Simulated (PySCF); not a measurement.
# SOF4 at several levels of theory

All levels use the PBE0 minimum (singlet; S–F 1.579 Å (×2), S–F 1.613 Å (×2), S–O 1.430 Å; F–S–F 85.8° (×4), F–S–F 110.5°, F–S–F 165.1°, F–S–O 97.5° (×2), F–S–O 124.7° (×2)), basis [S def2-SVP, O def2-SVP, F def2-SVP], no relativity, density fitting, no spin–orbit coupling, PySCF. For vertical energies the ionised species is a doublet (spins chosen at PBE0 and kept) and the electron-attached one a doublet. Atomisation goes to high-spin ground-configuration atoms, without zero-point energy. Open shells are unrestricted, also as the reference of the correlated levels. A dash marks a value that was not computed or is not defined at that level.

Coordinates in bohr (charge 0 multiplicity 1):
```
S     0.0000    0.0000    0.2940
O     0.0000    0.0000    2.9966
F     2.4524    0.0000   -1.4071
F     0.0000    3.0226   -0.1015
F    -2.4524    0.0000   -1.4071
F     0.0000   -3.0226   -0.1015
```

| level | atomisation (kJ/mol) | vertical IP (eV) | vertical EA (eV) | −ε(HOMO) (eV) | gap (eV) | dipole (D) |
| --- | --- | --- | --- | --- | --- | --- |
| PBE0 | 1586 | 13.18 | -1.04 | 10.38 | 8.58 | 0.99 |
| HF | 569 | 12.52 | -1.60 | 15.53 | 18.58 | 1.13 |
| MP2 | – | 13.62 | -1.80 | – | – | – |
| PBE | 1787 | 12.54 | -1.28 | 8.25 | 5.40 | 0.97 |
| B3LYP | 1559 | 13.11 | -1.01 | 9.96 | 7.87 | 0.99 |
| r2SCAN | – | 12.94 | -1.10 | 8.91 | 6.14 | 0.98 |
| TPSSh | 1572 | 12.88 | -1.17 | 9.30 | 6.95 | 0.96 |
| MN15 | – | 13.35 | -1.47 | 11.27 | 10.60 | 1.00 |
| B97-3 | – | 13.27 | -1.08 | 10.51 | 8.83 | 1.01 |

Without diffuse functions attachment energies tend to come out too low.
